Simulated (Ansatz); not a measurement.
Consider the isomerisation: `C=CC(=C)CC` → `C=CCCC=C`.

Computed with Ansatz on PBE0-D4/def2-TZVP structures; ΔE is electronic, products minus reactants. CCSD(T)/CBS adds triple-zeta CCSD(T) − MP2 to the extrapolated MP2 energy (def2 sets, frozen cores). Functionals use def2-TZVPP. HSE06 is defined as in plane-wave codes. Each species was taken in one conformer, which may not be the lowest.

`C=CC(=C)CC`:

```xyz
16

C    -0.829   -1.073   -1.684
C    -1.309   -0.276   -0.732
C    -0.624    0.113    0.498
C    -1.271    0.858    1.399
C     0.798   -0.318    0.718
C     1.799    0.503   -0.090
H    -1.419   -1.316   -2.559
H     0.161   -1.512   -1.628
H    -2.312    0.131   -0.849
H    -0.804    1.155    2.331
H    -2.289    1.191    1.228
H     1.031   -0.227    1.782
H     0.903   -1.378    0.468
H     1.755    1.555    0.201
H     1.593    0.448   -1.160
H     2.818    0.147    0.078
```

`C=CCCC=C`:

```xyz
16

C    -0.315   -2.092    1.355
C    -0.886   -0.911    1.169
C    -0.167    0.396    1.120
C    -0.334    1.122   -0.222
C     0.297    0.394   -1.360
C     1.243    0.891   -2.145
H     0.758   -2.185    1.494
H    -0.896   -3.007    1.379
H    -1.965   -0.864    1.027
H    -0.558    1.048    1.911
H     0.896    0.244    1.325
H     0.091    2.128   -0.148
H    -1.407    1.246   -0.418
H    -0.050   -0.624   -1.528
H     1.622    1.900   -2.006
H     1.672    0.313   -2.955
```

```json
{"level": "PBE-D4", "ΔE (kJ/mol)": "29.7", "difference from CCSD(T)/CBS": "5.1"}
{"level": "BLYP-D4", "ΔE (kJ/mol)": "30.0", "difference from CCSD(T)/CBS": "5.4"}
{"level": "PBE0-D4", "ΔE (kJ/mol)": "27.4", "difference from CCSD(T)/CBS": "2.8"}
{"level": "HSE06-D4", "ΔE (kJ/mol)": "27.5", "difference from CCSD(T)/CBS": "2.9"}
{"level": "BHLYP-D4", "ΔE (kJ/mol)": "25.1", "difference from CCSD(T)/CBS": "0.5"}
{"level": "CAM-B3LYP-D4", "ΔE (kJ/mol)": "23.9", "difference from CCSD(T)/CBS": "-0.7"}
{"level": "ωB97X-V", "ΔE (kJ/mol)": "21.9", "difference from CCSD(T)/CBS": "-2.7"}
{"level": "B2PLYP", "ΔE (kJ/mol)": "25.2", "difference from CCSD(T)/CBS": "0.6"}
{"level": "r2SCAN", "ΔE (kJ/mol)": "30.1", "difference from CCSD(T)/CBS": "5.5"}
{"level": "PBE0", "ΔE (kJ/mol)": "25.4", "difference from CCSD(T)/CBS": "0.8"}
{"level": "HSE06", "ΔE (kJ/mol)": "25.7", "difference from CCSD(T)/CBS": "1.1"}
{"level": "BHLYP", "ΔE (kJ/mol)": "22.3", "difference from CCSD(T)/CBS": "-2.3"}
{"level": "LC-ωPBE", "ΔE (kJ/mol)": "19.9", "difference from CCSD(T)/CBS": "-4.7"}
{"level": "HF/def2-SVP", "ΔE (kJ/mol)": "17.1", "difference from CCSD(T)/CBS": "-7.5"}
{"level": "SCS-MP2/def2-TZVPP", "ΔE (kJ/mol)": "24.7", "difference from CCSD(T)/CBS": "0.1"}
{"level": "HF/def2-QZVPP", "ΔE (kJ/mol)": "15.5", "difference from CCSD(T)/CBS": "-9.1"}
{"level": "CCSD(T)/CBS", "ΔE (kJ/mol)": "24.6", "difference from CCSD(T)/CBS": "0"}
```

(1) What do rigid-rotor, harmonic-oscillator terms from PBE0-D4/def2-TZVP frequencies (298.15 K, 1 bar) make of the CCSD(T)/CBS value? (Estimate.)

Largest T1 diagnostic among the species: 0.010.

## Answers

(1) Computed: ΔZPE = -0.6 kJ/mol, ΔH = +24.4 kJ/mol, ΔS = 10 J/(mol·K), ΔG = +21.5 kJ/mol.

In def2-TZVPP, CCSD(T) changes the Hartree–Fock value by +9.2 kJ/mol (the triples alone add +2.9 kJ/mol) and MP2 by +12.5 kJ/mol. The D4 term adds +3.8 kJ/mol with B3LYP and +2.0 kJ/mol with PBE0; it sums over pairs of atoms, weighted by their polarisabilities, and B3LYP, whose exchange is more repulsive, gets the larger term.

B3LYP here is the variant with VWN-RPA as its local correlation; programs differ in this.
